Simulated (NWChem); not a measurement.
# One shape, several levels: BCl2 (SMILES Cl[B]Cl)

Wanted: a comparison of 6 runs (UHF/STO-3G, UB3LYP/6-31G*, U-wB97X/def2-TZVP, UB2PLYP/def2-TZVP, UCAM-B3LYP/def2-TZVP) of BCl2. 

The calculation is run with NWChem 7.3.0.

3 further runs of the same task are left out: 1 that didn't finish, 2 set aside as unsound or not needed.

## Step 1: The structure to begin with

BCl2 has 3 atoms, charge 0, and is taken as a doublet. SMILES: `Cl[B]Cl`. The B2–Cl3 distance was set to 2.579 Å, away from the relaxed value.

Bond lengths: Cl1–B2 1.720 Å. A long bond or contact: B2–Cl3 2.579 Å.

## Step 2: The energy at UHF/STO-3G (run 1)

Contents of run.py:

```python
from ase import Atoms
from ase.calculators.nwchem import NWChem

mol = Atoms('ClBCl', positions=[
    [0.098814, -2.306260, -0.205288],
    [-0.736586, -0.830960, -0.492188],
    [0.081500, 1.511100, 0.213700],
])

calc = NWChem(
    label='m1',
    theory='scf',
    memory='2200 mb',
    basis='STO-3G',
    basispar='spherical bse',
    scf={'nopen': '1', 'uhf': None, 'thresh': '1e-08', 'maxiter': '80'},
    task='energy',
)
mol.calc = calc

e = mol.get_potential_energy()
print(f"E = {e:.6f} eV")
```

Started as:

```
export ASE_NWCHEM_COMMAND="nwchem PREFIX.nwi > PREFIX.nwo"
python run.py
```

The program printed:

```text
E = -25399.689910 eV
```

The calculator wrote m1.nwi:

```
title "m1"

permanent_dir m1

scratch_dir m1

start m1

geometry units angstrom nocenter noautosym noautoz
  Cl 9.8813999999999999e-02 -2.3062600000000000e+00 -2.0528800000000000e-01
  B  -7.3658599999999996e-01 -8.3096000000000003e-01 -4.9218800000000001e-01
  Cl 8.1500000000000003e-02 1.5111000000000001e+00 2.1370000000000000e-01
end

memory 2200 mb

basis spherical bse noprint
   * library STO-3G
end

scf
  nopen 1
  uhf
  thresh 1e-08
  maxiter 80
end

task scf energy
```

m1.nwo:

```text
Northwest Computational Chemistry Package (NWChem) 7.3.0
             --------------------------------------------------------

           Job information
           ---------------

    nwchem branch   = 7.3.0
    use scalapack   = T
    input           = m1.nwi
    prefix          = m1.
    data base       = m1/m1.db
    status          = startup
    nproc           =        1

           Memory information
           ------------------

    heap     =     72089594 doubles =      550.0 Mbytes
    stack    =     72089599 doubles =      550.0 Mbytes
    global   =    144179200 doubles =     1100.0 Mbytes (distinct from heap & stack)
    total    =    288358393 doubles =     2200.0 Mbytes
    verify   = yes
    hardfail = no

[... 103 lines left out ...]
 Convergence threshold     :          1.000E-08
[... 18 lines left out ...]
       Final UHF  results
[... 3 lines left out ...]
      One electron energy =  -1458.203447090209
[... 1 line left out ...]
 Nuclear repulsion energy =     83.420259915257
[... 35 lines left out ...]
          Final beta eigenvalues
[... 133 lines left out ...]
                     UHF Final Beta Molecular Orbital Analysis
[... 146 lines left out ...]
   Mulliken analysis of the spin density
   -------------------------------------

    Atom       Charge   Shell Charges
 -----------   ------   -------------------------------------------------------
    1 Cl  17     0.01   0.00  0.00  0.00 -0.00  0.01
    2 B    5     0.24   0.00  0.13  0.11
    3 Cl  17     0.75  -0.00 -0.00  0.01  0.00  0.74

       Multipole analysis of the density wrt the origin
       ------------------------------------------------

     L   x y z        total         alpha         beta         nuclear
     -   - - -        -----         -----         ----         -------
     0   0 0 0     -0.000000    -20.000000    -19.000000     39.000000

     1   1 0 0     -0.388841      0.898970     -0.120731     -1.167080
[... 8 lines of this table left out ...]
     2   0 0 2    -20.227598    -15.983248    -13.900613      9.656264

 Task  times  cpu:        1.5s     wall:        1.5s
 Total times  cpu:        1.5s     wall:        1.5s
```

Run time: 2.6 s. Hardware: 1 thread of AMD EPYC 7B13 (Zen 3), shared host; peak memory 0.099 GiB.

## Step 3: The energy at UB3LYP/6-31G(d) (Cartesian functions) (run 2)

Contents of run.nw:

```
echo
start run
title "BCl2 B3LYP"
memory 2200 mb

geometry noautosym nocenter noautoz
Cl    0.098814   -2.306260   -0.205288
B    -0.736586   -0.830960   -0.492188
Cl    0.081500    1.511100    0.213700
end

basis "ao basis" cartesian
* library 6-31G*
end

dft
xc b3lyp
mult 2
grid xfine
convergence energy 1e-08
maxiter 100
mulliken
print low
end

task dft energy
```

Started as:

```
nwchem run.nw > run.out
```

The program printed:

```text
[...]
 d= 0,ls=0.0,diis     1   -945.0181028172 -1.03D+03  3.18D-02  2.00D-01     1.1
[...]
 d= 0,ls=0.5,diis    49   -945.1640532222 -7.49D-09  1.75D-07  2.18D-09    40.7
[...]
         Total DFT energy =     -945.164053227196
      One electron energy =    -1469.115093747706
           Coulomb energy =      500.940159099398
    Exchange-Corr. energy =      -60.409378494146
 Nuclear repulsion energy =       83.420259915257
[...]
      Total Density - Mulliken Population Analysis
     ---------------------------------------------
    Atom       Charge   Shell Charges
 -----------   ------   -------------------------------------------------------
    1 Cl  17    16.95   2.00  1.99  5.97  1.48  3.62  0.51  1.41 -0.02
    2 B    5     4.75   1.99  0.68  0.89  0.81  0.34  0.04
    3 Cl  17    17.30   2.00  1.99  5.97  1.49  3.48  0.57  1.85 -0.06
[...]
      <S2> =      0.7723 (Exact =     0.7500)
[...]
```

It took 42 s on 1 thread of AMD EPYC 7B13 (Zen 3), shared host; peak memory 0.12 GiB.

Runs 3 to 5 aren't shown in full; the table further down has their settings and results.

## Step 4: The energy at UCAM-B3LYP/def2-TZVP (run 6)

Contents of bcl2.xyz:

```xyz
3

Cl     0.098814    -2.306260    -0.205288
B     -0.736586    -0.830960    -0.492188
Cl     0.081500     1.511100     0.213700
```

Contents of run.py:

```python
from ase.io import read
from ase.calculators.nwchem import NWChem

molecule = read('bcl2.xyz')

calc = NWChem(
    label='bcl2',
    theory='dft',
    memory='2200 mb',
    basis='def2-TZVP',
    basispar='spherical bse',
    dft={'xc': 'xcamb88 1.00 lyp 0.81 vwn_5 0.19 hfexch 1.00', 'cam': '0.33 cam_alpha 0.19 cam_beta 0.46', 'mult': '2', 'grid': 'fine', 'convergence': 'energy 1e-08', 'direct': None, 'iterations': '100', 'mulliken': None},
    task='energy',
)
molecule.calc = calc

print("Total energy (eV):", round(molecule.get_potential_energy(), 6))
```

Started as:

```
export ASE_NWCHEM_COMMAND="nwchem PREFIX.nwi > PREFIX.nwo"
python run.py
```

The program printed:

```text
Total energy (eV): -25720.338584
```

The calculator wrote bcl2.nwi:

```
title "bcl2"

permanent_dir bcl2

scratch_dir bcl2

start bcl2

geometry units angstrom nocenter noautosym noautoz
  Cl 9.8813999999999999e-02 -2.3062600000000000e+00 -2.0528800000000000e-01
  B  -7.3658599999999996e-01 -8.3096000000000003e-01 -4.9218800000000001e-01
  Cl 8.1500000000000003e-02 1.5111000000000001e+00 2.1370000000000000e-01
end

memory 2200 mb

basis spherical bse noprint
   * library def2-TZVP
end

dft
  xc xcamb88 1.00 lyp 0.81 vwn_5 0.19 hfexch 1.00
  cam 0.33 cam_alpha 0.19 cam_beta 0.46
  mult 2
  grid fine
  convergence energy 1e-08
  direct
  iterations 100
  mulliken
end

task dft energy
```

bcl2.nwo:

```text
Northwest Computational Chemistry Package (NWChem) 7.3.0
             --------------------------------------------------------

           Job information
           ---------------

    nwchem branch   = 7.3.0
    use scalapack   = T
    input           = bcl2.nwi
    prefix          = bcl2.
    data base       = bcl2/bcl2.db
    status          = startup
    nproc           =        1

           Memory information
           ------------------

    heap     =     72089594 doubles =      550.0 Mbytes
    stack    =     72089599 doubles =      550.0 Mbytes
    global   =    144179200 doubles =     1100.0 Mbytes (distinct from heap & stack)
    total    =    288358393 doubles =     2200.0 Mbytes
    verify   = yes
    hardfail = no

[... 75 lines left out ...]
  convergence criterion.
[... 18 lines left out ...]
          Convergence on gradient requested:  5.00D-04
[... 30 lines left out ...]
          Convergence aids based upon iterative change in
[... 28 lines left out ...]
 1-e energy   =   -1468.589289
[... 49 lines left out ...]
         Total DFT energy =     -945.205016794499
[... 2 lines left out ...]
    Exchange-Corr. energy =      -60.414125989035
[... 760 lines left out ...]
                     DFT Final Beta Molecular Orbital Analysis
[... 846 lines left out ...]
 center of mass
 --------------
 x =  -0.04211316 y =  -0.86270233 z =  -0.11963241

 moments of inertia (a.u.)
 ------------------
         935.572202971986          -8.043716474085         -13.487135237562
          -8.043716474085          42.566863327822        -107.172510953359
         -13.487135237562        -107.172510953359         939.477122653003

     Multipole analysis of the density
     ---------------------------------

     L   x y z        total         alpha         beta         nuclear
     -   - - -        -----         -----         ----         -------
     0   0 0 0     -0.000000    -20.000000    -19.000000     39.000000

     1   1 0 0     -0.148892      1.142438     -0.124251     -1.167080
[... 8 lines of this table left out ...]
     2   0 0 2    -23.031688    -17.525044    -15.162907      9.656264

 Task  times  cpu:       89.7s     wall:       89.7s
 Total times  cpu:       89.8s     wall:       89.8s
```

Run time: 91 s. Hardware: 1 thread of AMD EPYC 7B13 (Zen 3), shared host; peak memory 0.11 GiB.

## Step 5: The series

```csv
run,level,Cartesian functions,iteration cap,energy (Eh),dipole moment (D),HOMO energy (eV),LUMO energy (eV),wall time
1,UHF/STO-3G,no,80,-933.421395,1.83,-9.44,2.40,2.6 s
2,UB3LYP/6-31G* (Cartesian functions),yes,100,-945.164053,–,–,–,42 s
3,UB3LYP/6-31G* (spherical functions),no,100,-945.156996,4.10,-7.72,-4.64,40 s
4,U-wB97X/def2-TZVP,no,100,-945.181627,4.23,–,–,90 s
5,UB2PLYP/def2-TZVP,no,100,-944.911733,3.97,-9.36,-3.04,35 s
6,UCAM-B3LYP/def2-TZVP,no,100,-945.205017,4.13,-9.39,-3.43,91 s
```

## Step 6: Results

```
                                 quantity          value
                      run 6: total energy  -945.20502 Eh
                     run 6: dipole moment         4.13 D
run 6: HOMO energy (highest over α and β)       -9.39 eV
 run 6: LUMO energy (lowest over α and β)       -3.43 eV
                              run 6: ⟨S²⟩          0.790
```

Over runs 1, 3, 4, 5, 6 the dipole moment (its size) runs from 1.83 D (UHF/STO-3G) to 4.23 D (U-wB97X/def2-TZVP). The two ends differ in method and basis. Totals of different functionals can't be ranked against each other. In run 1 the basis is minimal, so the values are rough. Spin contamination of the reference: run 1 ⟨S²⟩ = 1.01. All runs together took 5 min, the longest 91 s.
